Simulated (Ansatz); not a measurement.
This geometry of BH3O + H2 (7 atoms, charge 0, multiplicity 1) is a first-order saddle point.

Theory: RKS B3LYP/def2-SVPD (Ansatz).

```xyz
7
Properties=species:S:1:pos:R:3
B -0.005 0.223 0.111
O 0.058 -0.100 1.664
H -0.798 -0.399 1.995
H 1.023 -0.046 -0.448
H -1.067 -0.039 -0.390
H 0.005 1.557 0.303
H -0.004 1.085 1.221
```

Task: Which two structures does it join? (They come from a converged band through this point; their orientation in space is the band's.)

Result: Bonds broken: H6–H7. Bonds formed: B1–H6, O2–H7. BH3O + H2 becomes BH5O.

Image 0:

```xyz
7
Properties=species:S:1:pos:R:3
B -0.081 -0.462 0.224
O -0.119 -0.941 1.488
H -1.002 -0.998 1.869
H 1.000 -0.372 -0.294
H -1.099 -0.152 -0.346
H -0.024 2.700 0.519
H 0.536 2.505 0.996
```

Image 8:

```xyz
7
Properties=species:S:1:pos:R:3
B -0.139 0.374 -0.100
O 0.025 -0.025 1.568
H -0.828 0.060 2.017
H 0.990 0.198 -0.500
H -0.965 -0.437 -0.456
H -0.515 1.530 -0.072
H 0.643 0.582 1.999
```

Task: How far does it lie above each of them?

Result: 162.8 kJ/mol above the first and 94.6 kJ/mol above the second. This is the barrier of this one path; another mechanism may lie lower. The orbitals stay closed-shell, which can raise the energy where a bond breaks towards radicals; this wasn't checked here.

Run time: 57 s on 2 threads of AMD EPYC 7B13 (Zen 3), with other jobs on the host, peak memory 0.15 GiB.
